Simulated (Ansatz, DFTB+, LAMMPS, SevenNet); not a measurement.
## Diamond-structure Si, TA phonon frequency at X

Reference value: 150 cm⁻¹ (measured, temperature not stated, not corrected to a static lattice; as tabulated in Giannozzi et al., Phys. Rev. B (1991)).

```tsv
level (code)	value (cm⁻¹)	cell (Å³/atom)
spline MEAM Si_1.meam.spline (LAMMPS)	232	20.02
DFTB cp2k-nonscc-sid (DFTB+)	___	19.59
SevenNet-0 (SevenNet)	198	20.38
LDA (Ansatz)	___	19.70
PBE (Ansatz)	146	20.46
r²SCAN (Ansatz)	157	20.17
```

Fill in the missing entries.


- DFTB cp2k-nonscc-sid (DFTB+), value (cm⁻¹): 185
- LDA (Ansatz, a first-principles code), value (cm⁻¹): 136

Differences against the reference: spline MEAM Si_1.meam.spline +55 %, DFTB cp2k-nonscc-sid +23 %, SevenNet-0 +32 %, LDA -9.3 %, PBE -2.7 %, r²SCAN +4.7 %.

Nearest, and too close to rank with a margin of 3.0 % (twice that across the reference) picked here for doubts on the reference and the settings, and for temperature and zero-point motion: PBE (-2.7 %), r²SCAN (+4.7 %). Spline MEAM Si_1.meam.spline (+55 %) lies farthest from it. Within 5 %: PBE, r²SCAN.

The measured value isn't corrected to a static lattice, so vibrations enter the comparison.  DFTB cp2k-nonscc-sid: this tight-binding set is not self-consistent in the charges. Each level is taken at its own relaxed cell. Cutoffs differ between the levels. Ansatz's density-functional and Hartree–Fock values are scalar-relativistic unless marked +SOC, with PAW data made under PBE.

Empirical potentials (spline MEAM Si_1.meam.spline) are fitted to chosen data, which need not cover the solid at hand: agreement can be built in, and what lay outside the fit can be far off. Machine-learned potentials (SevenNet-0) are trained on DFT data, which may include these solids.

Differences are worked out from the printed values.
